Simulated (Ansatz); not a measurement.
Elements on the sites of an ideal bcc lattice, at a guessed lattice constant:

```
Nb W
1.0
    -4.92522    4.92522   -1.64174
    -4.92522   -1.64174    4.92522
     1.64174    4.92522    4.92522
Nb W
16 4
Direct
  0.00000 0.00000 0.00000
  0.50000 0.50000 0.00000
  0.60000 0.10000 0.10000
  0.10000 0.60000 0.10000
  0.20000 0.20000 0.20000
  0.70000 0.70000 0.20000
  0.30000 0.80000 0.30000
  0.40000 0.40000 0.40000
  0.50000 0.00000 0.50000
  0.00000 0.50000 0.50000
  0.10000 0.10000 0.60000
  0.20000 0.70000 0.70000
  0.30000 0.30000 0.80000
  0.80000 0.80000 0.80000
  0.90000 0.40000 0.90000
  0.40000 0.90000 0.90000
  0.80000 0.30000 0.30000
  0.90000 0.90000 0.40000
  0.60000 0.60000 0.60000
  0.70000 0.20000 0.70000
```

Cell and atoms were relaxed without symmetry on coarser meshes and computed once more. All numbers below come from DFT r2SCAN, scalar-relativistic, plane waves, PAW in Ansatz.

Settings: cutoff 500 eV, Γ-centred mesh 5×5×5 on the computed 20-atom cell, Gaussian smearing of 0.10 eV; no spin polarisation.

The relaxation ran on 2×2×2 (shifted) and then 3×3×3 k points with a smearing of 0.1 eV, from sites shaken by 0.02 Å.

Task: What does the relaxation give?

Result: A volume of 17.56 Å³/atom and no gap on the mesh. It lies 0.00 eV/atom below the elements' standard states (static lattices, no corrections for gases). The atoms leave their sites by 0.04 Å (root mean square) and 0.05 Å at most, and the cell stretches by up to 4.3 % at fixed volume.

```xyz
20
Lattice="-4.9894 5.0050 -1.4301 -4.9758 -1.4285 4.9702 1.4245 4.9937 4.9723" Properties=species:S:1:pos:R:3 pbc="T T T"
Nb   -9.9353    3.5821    3.5588
Nb   -3.5778    6.7738    6.7259
Nb   -3.3729    3.3562    0.1334
Nb   -3.3314    0.1387    3.3365
Nb   -1.6840    1.6965    1.7251
Nb   -6.6692    3.5420    3.4858
Nb   -5.0307    1.8455    5.0660
Nb   -3.4382    3.4543    3.4012
Nb   -6.7683    3.6107    6.7262
Nb   -6.7448    6.7454    3.5588
Nb   -0.1097    3.3251    3.3436
Nb   -3.4930    3.5056    6.6491
Nb   -1.8639    5.0829    5.0196
Nb   -6.8439    6.8139    6.7989
Nb   -5.1643    8.4286    5.1814
Nb   -5.1922    5.2124    8.3787
W    -5.0139    5.1042    1.8448
W    -8.4041    5.1956    5.2013
W    -5.1089    5.1603    5.0834
W    -3.5233    6.6806    3.4703
```

The final mesh leaves forces up to 0.08 eV/Å and stresses up to 1.0 GPa: the relaxation ran on a coarser mesh, so the cell's shape, its bonds and its energy belong partly to that mesh.

Spin-orbit coupling is left out, which matters for the bands of heavy elements.

Cost: 2 runs of about 9.5 core-minutes in all (earlier runs that led there not counted), on AMD EPYC 9R45 (Zen 5) (shared hosts).